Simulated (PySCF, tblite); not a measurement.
Isomers of C4H4NS (doublet state), one GFN2-xTB conformer each. Single-point energies are computed at B3LYP/pcH-1 (PySCF, gas phase, no added dispersion term), electronic only. GFN2-xTB treats the open shell by occupation alone, and not every SCF solution was tested for stability.

| SMILES | GFN2-xTB relative energy (kJ/mol) |
| --- | --- |
| C[C@]1(C#N)[CH]S1 | 161.4 |
| [CH2]c1ccsn1 | 0.0 |

Conformers: `[CH2:1][c:2]1[cH:3][cH:4][s:5][n:6]1` (doublet state) with H–C1–C2–C3 0° and 180°.

Question: What does B3LYP/pcH-1 give for the same structures?

Answer: 
```tsv
SMILES	B3LYP/pcH-1 E (Eh)	B3LYP/pcH-1 (kJ/mol)	GFN2-xTB (kJ/mol)	point group
[CH2]c1ccsn1	-607.72468	0.0	0.0	Cs
C[C@]1(C#N)[CH]S1	-607.68734	98.0	161.4	C1
```

Both levels put the same isomer lowest. As drawn, the higher has a three-membered ring, which the lower lacks.

Question: What happens when harmonic zero-point energies from GFN2-xTB frequencies are added?

Answer: 
```csv
SMILES,ZPE (kJ/mol),electronic (kJ/mol),with ZPE (kJ/mol)
[CH2]c1ccsn1,178.3,0.0,0.0
C[C@]1(C#N)[CH]S1,175.7,98.0,95.4
```

The zero-point energies span 2.6 kJ/mol. The order is unchanged.
